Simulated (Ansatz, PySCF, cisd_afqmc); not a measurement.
System: HO, charge 0, doublet. HO (SMILES [OH], doublet).
B3LYP-D3(BJ)/def2-TZVP minimum from Ansatz (a quantum-chemistry and plane-wave program):
```xyz
2

O      0.0000     0.0000    -0.1085
H      0.0000     0.0000     0.8682
```
Charge 0, spin multiplicity 2.

Atomisation energy term by term, kcal/mol (programs: Ansatz, cisd_afqmc). Open shells are spin-unrestricted; no spin-orbit coupling. Correlated methods leave the cores frozen. Rows without X2C or -DK are non-relativistic. AFQMC is phaseless with a CISD trial state; ± is one standard error, without the phaseless bias. Outlying blocks are dropped, and bars are widened where a walk drifts. Over all cases where full CI ran beside it in this data, AFQMC minus full CI had a median of +0.1 mEh and passed +0.4 mEh in a tenth of the cases. CBS(X,Y): correlation extrapolated as X^-3, Hartree-Fock from the larger set (Q,5: extrapolated as (X+1)exp(-9√X)). A bracket is a step between two methods taken in the basis named. 'core' is core correlation in cc-pwCVTZ, 'X2C' scalar relativity in cc-pVTZ-DK, both at CCSD(T). Full CI freezes restricted core orbitals, also for open shells; the composite that ends in it estimates full CI at the basis-set limit. For partners of very few electrons the exact lower level stands in for a higher one.

| term | basis | kcal/mol |
|---|---|---|
| Hartree-Fock | CBS(cc-pVQZ,cc-pV5Z) | 68.21 |
| CCSD correlation | CBS(cc-pVQZ,cc-pV5Z) | 37.14 |
| (T) | CBS(cc-pVQZ,cc-pV5Z) | 1.75 |
| CCSDT(Q) - CCSD(T) | cc-pV5Z | 0.07 |
| FCI - CCSDT(Q) | cc-pVDZ | 0.03 |
| core correlation | cc-pwCVTZ | 0.18 |
| scalar relativity | X2C, cc-pVTZ-DK | -0.12 |
| minus zero-point energy | Hessian by PySCF at B3LYP-D3(BJ)/def2-TZVP | -5.26 |
| sum: D0 |  | 102.0 |

The step beyond CCSD(T) by other levels: FCI in cc-pVDZ 0.20; CCSDTQ in cc-pVDZ 0.17; AFQMC/CISD in cc-pVDZ 0.09 ± 0.10; CCSDT(Q) in cc-pVDZ 0.17; CCSDTQ in cc-pVTZ 0.08; CCSDT(Q) in cc-pVTZ 0.08; CCSDT(Q) in cc-pVQZ 0.07 kcal/mol.
